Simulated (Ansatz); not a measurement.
Input file:

```yaml
crystal:
  periodic: [false, false, false]
  atoms:
    - {symbol: B, position_ang: [0.000000, 0.000000, 0.000000]}
    - {symbol: B, position_ang: [0.000000, 0.000000, 4.336000]}
basis:
  gaussian: {orbitals: cc-pVTZ}
magnetization: {spin_polarized: false}
correlation: {method: ccsdt_q, electrons: outside_noble_gas}
```

```sh
$ ansatz run in.yaml --threads 1 --pin off --events-out ev --progress --plain --max-ram 4096MiB --backend cpu
```

Log:

```
620 factors; integrals over basis functions are off by at most 9.0e-8 eV
mean field evaluation 1: about -1331.7693 eV, gradient 3.8e0 eV
mean field evaluation 2: about -1331.7667 eV, gradient 3.8e0 eV
mean field evaluation 4: about -1331.9170 eV, gradient 4.6e-1 eV
mean field evaluation 8: about -1331.9187 eV, gradient 1.1e-3 eV
mean field evaluation 16: about -1331.9166 eV, gradient 4.5e-1 eV
mean field evaluation 32: about -1331.7998 eV, gradient 4.1e0 eV
mean field evaluation 64: about -1331.0767 eV, gradient 6.5e-2 eV
mean field evaluation 96: about -1329.9410 eV, gradient 8.1e-4 eV
mean field evaluation 128: about -1330.5787 eV, gradient 2.9e-1 eV
mean field evaluation 160: about -1331.0753 eV, gradient 1.1e-2 eV
...
cycle  21  -6.80802494 eV  change    5.6e-6 eV  update   1.4e-5
cycle  22  -6.80803192 eV  change   -7.0e-6 eV  update   6.4e-6
cycle  23  -6.80804073 eV  change   -8.8e-6 eV  update   1.8e-6
cycle  24  -6.80804232 eV  change   -1.6e-6 eV  update   7.4e-7
cycle  25  -6.80804181 eV  change    5.1e-7 eV  update   3.9e-7
cycle  26  -6.80804236 eV  change   -5.5e-7 eV  update   2.5e-7
cycle  27  -6.80804154 eV  change    8.2e-7 eV  update   1.7e-7
cycle  28  -6.80804152 eV  change    2.3e-8 eV  update   8.6e-8
cycle  29  -6.80804165 eV  change   -1.3e-7 eV  update   1.2e-7
cycle  30  -6.80804173 eV  change   -8.6e-8 eV  update   7.1e-8
perturbative correction -0.02767128 eV, -0.0010169007 hartree
WARN: these amplitudes may be one of several solutions (largest doubles amplitude 0.79, level shift 5.28 eV)
Total energy: -1338.75439938 eV, -49.1983167368 hartree
```

For the same geometry and basis full CI lies 1.2 meV higher.

Ran on 1 thread of AMD EPYC 7R13, shared host: 16 s wall, 0.34 GiB peak host memory.
